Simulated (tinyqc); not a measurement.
UHF in the sto-3g basis, for OH+, spin multiplicity 3, step by step. Computed by tinyqc, a small Python program that keeps every step (integrals from PySCF). Settings: charge = 1, multiplicity = 3, basis = sto-3g, energy threshold = 1e-09, iteration cap = 65, orthogonalisation = canonical, start = random, DIIS depth = 0, method = UHF. Command: `OMP_NUM_THREADS=1 python tinyqc.py 25130 25131 out.jsonl` (the two numbers bound the seeds that draw the settings). One thread of a shared host (Intel(R) Xeon(R) Processor @ 2.60GHz), about 0.1 s of CPU time with the checks. Later iterations appear only in the table of the cycle.

## One-electron integrals

Geometry (angstrom):

| atom | x | y | z |
|---|---|---|---|
| O | 0.0000 | 0.0000 | 0.0000 |
| H | 0.0000 | 0.0000 | 0.9040 |

Basis sto-3g: exponents (1/bohr^2) and contraction coefficients of normalised primitives:

| element | l (shell) | exponent | coefficient |
|---|---|---|---|
| O | s (1) | 130.7093 | 0.1543 |
| O | s (1) | 23.8089 | 0.5353 |
| O | s (1) | 6.4436 | 0.4446 |
| O | s (2) | 5.0332 | -0.1000 |
| O | s (2) | 1.1696 | 0.3995 |
| O | s (2) | 0.3804 | 0.7001 |
| O | p (3) | 5.0332 | 0.1559 |
| O | p (3) | 1.1696 | 0.6077 |
| O | p (3) | 0.3804 | 0.3920 |
| H | s (1) | 3.4253 | 0.1543 |
| H | s (1) | 0.6239 | 0.5353 |
| H | s (1) | 0.1689 | 0.4446 |

Overlap, kinetic and nuclear-attraction integrals over the contracted functions; the nuclear repulsion is the sum of Za Zb / Rab.

nuclear repulsion = 4.682984 hartree

overlap S, lower triangle:
```
         1O 1s   1O 2s  1O 2px  1O 2py  1O 2pz   2H 1s
1O 1s   1.0000
1O 2s   0.2367  1.0000
1O 2px  0.0000  0.0000  1.0000
1O 2py  0.0000  0.0000  0.0000  1.0000
1O 2pz  0.0000  0.0000  0.0000  0.0000  1.0000
2H 1s   0.0612  0.5103  0.0000  0.0000  0.4112  1.0000
```

kinetic energy T (hartree), lower triangle:
```
          1O 1s   1O 2s  1O 2px  1O 2py  1O 2pz   2H 1s
1O 1s   29.0032
1O 2s   -0.1680  0.8081
1O 2px   0.0000  0.0000  2.5287
1O 2py   0.0000  0.0000  0.0000  2.5287
1O 2pz   0.0000  0.0000  0.0000  0.0000  2.5287
2H 1s    0.0018  0.1558  0.0000  0.0000  0.3268  0.7600
```

nuclear attraction V (hartree), lower triangle:
```
           1O 1s    1O 2s   1O 2px   1O 2py   1O 2pz    2H 1s
1O 1s   -61.2038
1O 2s    -7.3216  -9.6265
1O 2px    0.0000   0.0000  -9.5066
1O 2py    0.0000   0.0000   0.0000  -9.5066
1O 2pz   -0.0174  -0.2002   0.0000   0.0000  -9.6481
2H 1s    -1.9538  -4.0045   0.0000   0.0000  -2.9472  -5.6998
```

core Hamiltonian H = T + V (hartree), lower triangle:
```
           1O 1s    1O 2s   1O 2px   1O 2py   1O 2pz    2H 1s
1O 1s   -32.2006
1O 2s    -7.4897  -8.8184
1O 2px    0.0000   0.0000  -6.9779
1O 2py    0.0000   0.0000   0.0000  -6.9779
1O 2pz   -0.0174  -0.2002   0.0000   0.0000  -7.1193
2H 1s    -1.9520  -3.8487   0.0000   0.0000  -2.6204  -4.9398
```

## Two-electron integrals

Functions are numbered as in S; the eight-fold symmetry (ij|kl) = (ji|kl) = (kl|ij) leaves the list below.

Two-electron integrals (ij|kl) in chemists' order, unique and non-zero (hartree):
```
(11|11) 4.7851   (21|11) 0.7414   (21|21) 0.1369   (22|11) 1.1189
(22|21) 0.2566   (22|22) 0.8172   (31|31) 0.0245   (32|31) 0.0378
(32|32) 0.1805   (33|11) 1.1158   (33|21) 0.2567   (33|22) 0.8170
(33|33) 0.8802   (41|41) 0.0245   (42|41) 0.0378   (42|42) 0.1805
(43|43) 0.0474   (44|11) 1.1158   (44|21) 0.2567   (44|22) 0.8170
(44|33) 0.7853   (44|44) 0.8802   (51|51) 0.0245   (52|51) 0.0378
(52|52) 0.1805   (53|53) 0.0474   (54|54) 0.0474   (55|11) 1.1158
(55|21) 0.2567   (55|22) 0.8170   (55|33) 0.7853   (55|44) 0.7853
(55|55) 0.8802   (61|11) 0.1951   (61|21) 0.0357   (61|22) 0.0664
(61|33) 0.0662   (61|44) 0.0662   (61|51) 0.0016   (61|52) 0.0030
(61|55) 0.0666   (61|61) 0.0094   (62|11) 0.4419   (62|21) 0.1025
(62|22) 0.3575   (62|33) 0.3517   (62|44) 0.3517   (62|51) 0.0076
(62|52) 0.0564   (62|55) 0.3687   (62|61) 0.0272   (62|62) 0.1884
(63|31) 0.0111   (63|32) 0.0633   (63|53) 0.0119   (63|63) 0.0279
(64|41) 0.0111   (64|42) 0.0633   (64|54) 0.0119   (64|64) 0.0279
(65|11) 0.3039   (65|21) 0.0714   (65|22) 0.2662   (65|33) 0.2540
(65|44) 0.2540   (65|51) 0.0158   (65|52) 0.1035   (65|55) 0.2905
(65|61) 0.0198   (65|62) 0.1704   (65|65) 0.1805   (66|11) 0.5582
(66|21) 0.1315   (66|22) 0.5228   (66|33) 0.5015   (66|44) 0.5015
(66|51) 0.0135   (66|52) 0.1342   (66|55) 0.5648   (66|61) 0.0352
(66|62) 0.3359   (66|65) 0.3475   (66|66) 0.7746
```

## Orthogonalisation

S = U s U^T; canonical form X = U s^(-1/2), so that X^T S X = 1. Each column of U has its largest component positive (the first on a tie).

eigenvalues of S: 0.3322  0.8402  1.0000  1.0000  1.1267  1.7008

X:
```
              1        2       3        4        5       6
1O 1s    0.2442   0.7832  0.0000   0.0000  -0.5966  0.1937
1O 2s   -0.9968  -0.4729  0.0000   0.0000  -0.3674  0.4404
1O 2px   0.0000   0.0000  0.0698   0.9976   0.0000  0.0000
1O 2py   0.0000   0.0000  0.9976  -0.0698   0.0000  0.0000
1O 2pz  -0.7335   0.5539  0.0000   0.0000   0.6019  0.3022
2H 1s    1.1911  -0.2152  0.0000   0.0000   0.1855  0.5149
```

Within a degenerate level the vectors are fixed only up to a rotation; this is one choice.

## Starting guess

The start is random orthonormal orbitals; D(s) = C_occ C_occ^T for each spin.

D(alpha) at the start, lower triangle:
```
          1O 1s    1O 2s   1O 2px  1O 2py   1O 2pz   2H 1s
1O 1s    0.5876
1O 2s   -0.1553   1.4967
1O 2px   0.4013  -0.1290   0.6637
1O 2py  -0.0773   0.0249   0.0648  0.9875
1O 2pz   0.2053   0.3004  -0.2105  0.0406   1.1667
2H 1s    0.1911  -0.9526  -0.0668  0.0129  -0.7675  1.7514
```

D(beta) at the start, lower triangle:
```
          1O 1s    1O 2s   1O 2px   1O 2py   1O 2pz   2H 1s
1O 1s    0.5437
1O 2s   -0.3353   0.2425
1O 2px   0.3739  -0.1647   0.6353
1O 2py   0.0456   0.0579   0.2112   0.2133
1O 2pz   0.1442  -0.0148  -0.2390   0.1527   1.0736
2H 1s    0.3343  -0.3946   0.0268  -0.4149  -0.5718  1.2826
```

## Iteration 1: building the Fock matrix

J_ij = sum D_kl (ij|kl) with D = D(alpha) + D(beta), K_ij = sum D_kl (ik|jl) for each spin; F = H + J - K(s); E = tr D H + tr D J / 2 - 0.5 sum_s tr D(s) K(s) + E_nn.

Coulomb J (hartree), lower triangle:
```
          1O 1s    1O 2s   1O 2px   1O 2py  1O 2pz   2H 1s
1O 1s   11.8146
1O 2s    2.3365   6.2875
1O 2px   0.0148  -0.0525   6.2400
1O 2py  -0.0042  -0.0234   0.0262   6.2306
1O 2pz   0.0184   0.1106  -0.0436   0.0087  6.3781
2H 1s    0.6093   2.8475  -0.0329  -0.0081  2.2249  4.5676
```

exchange K(alpha) (hartree), lower triangle:
```
          1O 1s    1O 2s   1O 2px  1O 2py  1O 2pz   2H 1s
1O 1s    2.8757
1O 2s    0.7011   1.3340
1O 2px   0.4144  -0.0383   0.8735
1O 2py  -0.0799   0.0074   0.0540  1.1432
1O 2pz   0.2815   0.0040  -0.1930  0.0372  1.0572
2H 1s    0.3106   0.5747  -0.1138  0.0219  0.3540  0.8431
```

exchange K(beta) (hartree), lower triangle:
```
         1O 1s    1O 2s   1O 2px   1O 2py  1O 2pz   2H 1s
1O 1s   2.2970
1O 2s   0.2387   0.4110
1O 2px  0.3799  -0.0431   0.6317
1O 2py  0.0370  -0.1009   0.1759   0.2802
1O 2pz  0.2112  -0.1246  -0.1919   0.0168  0.8451
2H 1s   0.1934   0.2493  -0.0888  -0.1515  0.2484  0.6053
```

F(alpha) (hartree), lower triangle:
```
           1O 1s    1O 2s   1O 2px   1O 2py   1O 2pz    2H 1s
1O 1s   -23.2618
1O 2s    -5.8542  -3.8649
1O 2px   -0.3996  -0.0142  -1.6114
1O 2py    0.0757  -0.0307  -0.0278  -1.8904
1O 2pz   -0.2805  -0.0936   0.1494  -0.0285  -1.7984
2H 1s    -1.6533  -1.5759   0.0809  -0.0300  -0.7494  -1.2152
```

F(beta) (hartree), lower triangle:
```
           1O 1s    1O 2s   1O 2px   1O 2py   1O 2pz    2H 1s
1O 1s   -22.6830
1O 2s    -5.3918  -2.9419
1O 2px   -0.3651  -0.0094  -1.3696
1O 2py   -0.0412   0.0776  -0.1497  -1.0274
1O 2pz   -0.2101   0.0350   0.1483  -0.0081  -1.5863
2H 1s    -1.5360  -1.2505   0.0559   0.1434  -0.6438  -0.9774
```

total energy of this density = -51.716589 hartree

## Iteration 1: diagonalisation and new density

Diagonalise F' = X^T F X, C = X C', fill 5 alpha and 3 beta electrons from the bottom; D(s) = C_occ C_occ^T. Each column has its largest component positive (the first on a tie).

F' = X^T F X (alpha) (hartree), lower triangle:
```
         1         2        3        4         5        6
1  -1.0155
2  -1.3577  -11.1822
3   0.0274    0.0475  -1.8929
4  -0.0987   -0.2447  -0.0081  -1.6089
5   1.0547    9.2658  -0.0321   0.3516  -11.4042
6   0.2345   -4.7090  -0.0227   0.0047    5.1725  -4.4436
```

orbital energies (alpha) (hartree): MO1 -23.2795, MO2 -2.5571, MO3 -1.8940, MO4 -1.8723, MO5 -1.5091, MO6 -0.4353

coefficients C (alpha):
```
            MO1      MO2      MO3      MO4      MO5      MO6
1O 1s    0.9950  -0.2625   0.0251   0.0140  -0.0420   0.0693
1O 2s    0.0206   1.0649  -0.0999  -0.0641   0.0846  -0.6250
1O 2px   0.0183  -0.0996  -0.0673  -0.4781   0.8698   0.0085
1O 2py  -0.0035   0.0746   0.9266  -0.3509  -0.1126  -0.0004
1O 2pz   0.0152   0.0930   0.3568   0.8064   0.4863  -0.5249
2H 1s   -0.0055  -0.0910   0.0006  -0.0100  -0.0287   1.3249
```

F' = X^T F X (beta) (hartree), lower triangle:
```
         1         2        3        4         5        6
1  -0.5636
2  -1.3546  -10.8921
3   0.0806   -0.1188  -1.0499
4  -0.1279   -0.2036  -0.1720  -1.3470
5   1.2804    9.1880   0.0402   0.3188  -10.9401
6  -0.1256   -4.6944   0.0973  -0.0081    4.8504  -3.8352
```

orbital energies (beta) (hartree): MO1 -22.6916, MO2 -1.8113, MO3 -1.6638, MO4 -1.3007, MO5 -0.9855, MO6 -0.1748

coefficients C (beta):
```
            MO1      MO2      MO3      MO4      MO5      MO6
1O 1s    0.9998  -0.2215  -0.0364  -0.0878  -0.0265   0.0892
1O 2s   -0.0010   0.9379   0.1484   0.2886   0.1943  -0.7235
1O 2px   0.0171  -0.1144  -0.5262   0.7583  -0.3635  -0.0513
1O 2py   0.0020  -0.1399  -0.1420   0.3272   0.9090   0.1641
1O 2pz   0.0082  -0.3082   0.8074   0.4793   0.0085  -0.5672
2H 1s    0.0039   0.0572   0.0357   0.0133  -0.2264   1.3072
```

D(alpha) after iteration 1, lower triangle:
```
          1O 1s    1O 2s   1O 2px   1O 2py   1O 2pz   2H 1s
1O 1s    1.0616
1O 2s   -0.2659   1.1557
1O 2px  -0.0006   0.0053   0.9999
1O 2py   0.0000  -0.0003   0.0000   1.0000
1O 2pz  -0.0094   0.0532   0.0045  -0.0002   1.0230
2H 1s    0.0195  -0.0989  -0.0113   0.0005  -0.0303  0.0092
```

D(beta) after iteration 1, lower triangle:
```
          1O 1s    1O 2s   1O 2px   1O 2py  1O 2pz   2H 1s
1O 1s    1.0500
1O 2s   -0.2142   0.9017
1O 2px   0.0615  -0.1854   0.2902
1O 2py   0.0382  -0.1523   0.0908   0.0398
1O 2pz   0.0471  -0.1692  -0.3895  -0.0715  0.7469
2H 1s   -0.0101   0.0590  -0.0253  -0.0131  0.0112  0.0046
```

## Iteration 2: building the Fock matrix

As before.

Coulomb J (hartree), lower triangle:
```
          1O 1s    1O 2s   1O 2px   1O 2py  1O 2pz   2H 1s
1O 1s   16.2334
1O 2s    3.0060   7.1170
1O 2px  -0.0114  -0.0650   7.1029
1O 2py  -0.0099  -0.0538   0.0086   7.0791
1O 2pz  -0.0079  -0.0456  -0.0374  -0.0071  7.1465
2H 1s    0.7837   3.0134  -0.0327  -0.0209  2.1885  4.2370
```

exchange K(alpha) (hartree), lower triangle:
```
         1O 1s   1O 2s   1O 2px  1O 2py  1O 2pz   2H 1s
1O 1s   4.9181
1O 2s   0.8565  1.4305
1O 2px  0.0000  0.0005   1.1780
1O 2py  0.0000  0.0000   0.0000  1.1781
1O 2pz  0.0012  0.0072   0.0007  0.0000  1.1740
2H 1s   0.2330  0.5816  -0.0026  0.0001  0.3606  0.3926
```

exchange K(beta) (hartree), lower triangle:
```
          1O 1s    1O 2s   1O 2px   1O 2py  1O 2pz   2H 1s
1O 1s    4.8569
1O 2s    0.7870   1.0073
1O 2px   0.0136  -0.1773   0.4727
1O 2py  -0.0023  -0.1461   0.0756   0.2641
1O 2pz   0.0062  -0.1306  -0.3310  -0.0630  0.8646
2H 1s    0.2157   0.4161  -0.1891  -0.0862  0.2228  0.3066
```

F(alpha) (hartree), lower triangle:
```
           1O 1s    1O 2s   1O 2px   1O 2py   1O 2pz    2H 1s
1O 1s   -20.8854
1O 2s    -5.3402  -3.1319
1O 2px   -0.0115  -0.0655  -1.0530
1O 2py   -0.0099  -0.0538   0.0086  -1.0769
1O 2pz   -0.0265  -0.2529  -0.0381  -0.0071  -1.1468
2H 1s    -1.4013  -1.4169  -0.0300  -0.0210  -0.7925  -1.0954
```

F(beta) (hartree), lower triangle:
```
           1O 1s    1O 2s   1O 2px   1O 2py   1O 2pz    2H 1s
1O 1s   -20.8241
1O 2s    -5.2706  -2.7086
1O 2px   -0.0251   0.1123  -0.3477
1O 2py   -0.0076   0.0924  -0.0670  -0.1629
1O 2pz   -0.0316  -0.1152   0.2936   0.0559  -0.8374
2H 1s    -1.3840  -1.2513   0.1565   0.0653  -0.6547  -1.0095
```

total energy of this density = -73.662296 hartree

## Iteration 2: diagonalisation and new density

As before.

F' = X^T F X (alpha) (hartree), lower triangle:
```
         1        2        3        4         5        6
1  -0.3547
2  -1.2616  -9.4745
3   0.0351   0.0187  -1.0755
4   0.0523   0.0060   0.0102  -1.0544
5   0.8849   8.6748   0.0177   0.0011  -10.1930
6   0.0846  -4.1760  -0.0425  -0.0552    4.5956  -3.9369
```

orbital energies (alpha) (hartree): MO1 -20.8950, MO2 -1.9659, MO3 -1.1210, MO4 -1.0733, MO5 -1.0434, MO6 0.0095

coefficients C (alpha):
```
            MO1      MO2      MO3      MO4      MO5      MO6
1O 1s    0.9940  -0.2450   0.0947   0.0413   0.0130   0.0863
1O 2s    0.0263   0.9283  -0.4395  -0.1868  -0.0357  -0.6741
1O 2px   0.0007   0.0773   0.1717  -0.3092   0.9316   0.0309
1O 2py   0.0006   0.0568  -0.3041   0.8861   0.3450   0.0126
1O 2pz   0.0049   0.2812   0.7628   0.2733  -0.0484  -0.7486
2H 1s   -0.0081   0.0794   0.2551   0.0900  -0.0668   1.2964
```

F' = X^T F X (beta) (hartree), lower triangle:
```
         1        2        3        4         5        6
1  -0.0966
2  -1.2163  -9.3764
3  -0.0672  -0.0287  -0.1731
4  -0.1427   0.0584  -0.0792  -0.3375
5   0.8655   8.7507   0.0289   0.1779  -10.0215
6  -0.2001  -4.2022   0.1044   0.2071    4.6108  -3.6321
```

orbital energies (beta) (hartree): MO1 -20.8311, MO2 -1.5553, MO3 -0.9833, MO4 -0.2998, MO5 -0.1369, MO6 0.1692

coefficients C (beta):
```
            MO1      MO2      MO3      MO4      MO5      MO6
1O 1s    0.9950  -0.2266   0.1141   0.0256  -0.0177   0.1052
1O 2s    0.0222   0.8312  -0.5254  -0.2413   0.0885  -0.7160
1O 2px   0.0011  -0.1648  -0.3143   0.8320  -0.3209  -0.2807
1O 2py   0.0003  -0.0829  -0.0376   0.3137   0.9434  -0.0577
1O 2pz   0.0044   0.2020   0.7343   0.0263  -0.0136  -0.8471
2H 1s   -0.0068   0.2246   0.2779   0.5169  -0.0696   1.1683
```

D(alpha) after iteration 2, lower triangle:
```
          1O 1s    1O 2s   1O 2px   1O 2py  1O 2pz   2H 1s
1O 1s    1.0589
1O 2s   -0.2511   1.0919
1O 2px  -0.0027   0.0208   0.9990
1O 2py  -0.0011   0.0085  -0.0004   0.9998
1O 2pz   0.0188  -0.1234   0.0232   0.0095  0.7381
2H 1s   -0.0005  -0.0531  -0.0401  -0.0164  0.2447  0.0840
```

D(beta) after iteration 2, lower triangle:
```
          1O 1s    1O 2s   1O 2px   1O 2py  1O 2pz   2H 1s
1O 1s    1.0544
1O 2s   -0.2262   0.9675
1O 2px   0.0026   0.0282   0.1260
1O 2py   0.0148  -0.0492   0.0255   0.0083
1O 2pz   0.0424  -0.2178  -0.2641  -0.0444  0.5800
2H 1s   -0.0259   0.0405  -0.1244  -0.0291  0.2494  0.1277
```

## Iteration 43 (converged): orbitals

converged F(alpha) (hartree), lower triangle:
```
           1O 1s    1O 2s   1O 2px   1O 2py   1O 2pz    2H 1s
1O 1s   -21.2110
1O 2s    -5.4064  -3.2668
1O 2px    0.0000   0.0000  -1.2275
1O 2py    0.0000   0.0000   0.0000  -1.2275
1O 2pz   -0.0239  -0.1658   0.0000   0.0000  -1.1893
2H 1s    -1.4179  -1.4646   0.0000   0.0000  -0.8293  -1.1325
```

converged F(beta) (hartree), lower triangle:
```
           1O 1s    1O 2s   1O 2px   1O 2py   1O 2pz    2H 1s
1O 1s   -21.1578
1O 2s    -5.3290  -2.8883
1O 2px    0.0000   0.0000  -0.2929
1O 2py    0.0000   0.0000   0.0000  -0.2929
1O 2pz   -0.0231  -0.1408   0.0000   0.0000  -1.0641
2H 1s    -1.3950  -1.3485   0.0000   0.0000  -0.8106  -1.1293
```

As before.

F' = X^T F X (alpha) (hartree), lower triangle:
```
         1        2        3        4         5        6
1  -0.2571
2  -1.3483  -9.7087
3   0.0000   0.0000  -1.2275
4   0.0000   0.0000   0.0000  -1.2275
5   0.8522   8.7459   0.0000   0.0000  -10.4113
6   0.0605  -4.2054   0.0000   0.0000    4.6754  -4.0133
```

orbital energies (alpha) (hartree): MO1 -21.2199, MO2 -2.0403, MO3 -1.2376, MO4 -1.2275, MO5 -1.2275, MO6 0.1075

coefficients C (alpha):
```
            MO1      MO2      MO3      MO4      MO5      MO6
1O 1s    0.9943  -0.2520   0.0796   0.0000  -0.0001   0.0894
1O 2s    0.0253   0.9579  -0.3994   0.0000   0.0003  -0.6845
1O 2px   0.0000   0.0000   0.0008  -0.1248   0.9922   0.0000
1O 2py   0.0000   0.0000   0.0001   0.9922   0.1248   0.0000
1O 2pz   0.0044   0.1786   0.8111   0.0000  -0.0007  -0.7801
2H 1s   -0.0076   0.0859   0.3230   0.0000  -0.0003   1.2856
```

F' = X^T F X (beta) (hartree), lower triangle:
```
         1        2        3        4         5        6
1  -0.1023
2  -1.2913  -9.6113
3   0.0000   0.0000  -0.2929
4   0.0000   0.0000   0.0000  -0.2929
5   0.8832   8.8206   0.0000   0.0000  -10.2902
6  -0.1422  -4.2600   0.0000   0.0000    4.5972  -3.8425
```

orbital energies (beta) (hartree): MO1 -21.1639, MO2 -1.7135, MO3 -1.1281, MO4 -0.2929, MO5 -0.2929, MO6 0.1592

coefficients C (beta):
```
            MO1      MO2      MO3     MO4      MO5      MO6
1O 1s    0.9953  -0.2302   0.1102  0.0000   0.0000   0.1029
1O 2s    0.0207   0.8503  -0.5307  0.0000   0.0000  -0.7357
1O 2px   0.0000   0.0000  -0.0001  0.9922  -0.1248   0.0000
1O 2py   0.0000   0.0000   0.0000  0.1248   0.9922   0.0000
1O 2pz   0.0038   0.2120   0.7606  0.0000   0.0000  -0.8216
2H 1s   -0.0063   0.2202   0.3486  0.0000   0.0000   1.2628
```

D(alpha) after iteration 43, lower triangle:
```
          1O 1s    1O 2s  1O 2px  1O 2py  1O 2pz   2H 1s
1O 1s    1.0584
1O 2s   -0.2481   1.0778
1O 2px   0.0000   0.0000  1.0000
1O 2py   0.0000   0.0000  0.0000  1.0000
1O 2pz   0.0239  -0.1528  0.0000  0.0000  0.6898
2H 1s   -0.0035  -0.0470  0.0000  0.0000  0.2773  0.1118
```

D(beta) after iteration 43, lower triangle:
```
          1O 1s    1O 2s  1O 2px  1O 2py  1O 2pz   2H 1s
1O 1s    1.0558
1O 2s   -0.2336   1.0050
1O 2px   0.0000   0.0000  0.0000
1O 2py   0.0000   0.0000  0.0000  0.0000
1O 2pz   0.0387  -0.2233  0.0000  0.0000  0.6234
2H 1s   -0.0185   0.0021  0.0000  0.0000  0.3118  0.1700
```

Within a degenerate level the vectors are fixed only up to a rotation; this is one choice.

## Convergence

Stop when the energy changes by less than 1e-09 hartree and every element of the error matrix X^T (F D S - S D F) X (for each spin) is below 9e-06.

Course of the cycle:

| iteration | E (hartree) | change | largest element of the error matrix |
|---|---|---|---|
| 1 | -51.716589 | - | 5.36e+00 |
| 2 | -73.662296 | -2.19e+01 | 2.78e-01 |
| 3 | -73.967386 | -3.05e-01 | 1.09e-01 |
| 4 | -73.997456 | -3.01e-02 | 5.49e-02 |
| 5 | -74.005152 | -7.70e-03 | 2.98e-02 |
| 6 | -74.008425 | -3.27e-03 | 1.95e-02 |
| 7 | -74.010238 | -1.81e-03 | 1.58e-02 |
| 8 | -74.011367 | -1.13e-03 | 1.28e-02 |
| 9 | -74.012099 | -7.32e-04 | 1.04e-02 |
| 10 | -74.012580 | -4.81e-04 | 8.44e-03 |
| 11 | -74.012897 | -3.17e-04 | 6.86e-03 |
| 12 | -74.013106 | -2.09e-04 | 5.56e-03 |
| 13 | -74.013243 | -1.37e-04 | 4.51e-03 |
| 14 | -74.013334 | -9.05e-05 | 3.66e-03 |
| ... | ... | ... | ... |
| 30 | -74.013507 | -1.10e-07 | 1.28e-04 |
| 31 | -74.013508 | -7.26e-08 | 1.04e-04 |
| 32 | -74.013508 | -4.77e-08 | 8.41e-05 |
| 33 | -74.013508 | -3.14e-08 | 6.82e-05 |
| 34 | -74.013508 | -2.06e-08 | 5.53e-05 |
| 35 | -74.013508 | -1.36e-08 | 4.48e-05 |
| 36 | -74.013508 | -8.92e-09 | 3.63e-05 |
| 37 | -74.013508 | -5.86e-09 | 2.95e-05 |
| 38 | -74.013508 | -3.85e-09 | 2.39e-05 |
| 39 | -74.013508 | -2.53e-09 | 1.94e-05 |
| 40 | -74.013508 | -1.67e-09 | 1.57e-05 |
| 41 | -74.013508 | -1.10e-09 | 1.27e-05 |
| 42 | -74.013508 | -7.20e-10 | 1.03e-05 |
| 43 | -74.013508 | -4.73e-10 | 8.37e-06 |

PySCF UHF in the same basis, after a stability check = -74.013508 hartree

Converged in 43 iterations.

## Populations, bond orders and dipole

Mulliken: Z minus the diagonal of D S on the atom; Loewdin: the same with S^(1/2) D S^(1/2); Mayer order: 2 sum_s sum (D(s) S)_ij (D(s) S)_ji over the two atoms.

Charges (e):

| atom | Mulliken | Loewdin | Mulliken spin |
|---|---|---|---|
| 1O | 0.4998 | 0.6360 | 2.0966 |
| 2H | 0.5002 | 0.3640 | -0.0966 |

Mayer bond orders:

| pair | order |
|---|---|
| 2-1 | 0.7405 |

dipole moment about the origin, x y z (debye): -0.0001  0.0000  2.5043

<S^2> of the determinant (pure state: 2) = 2.0066
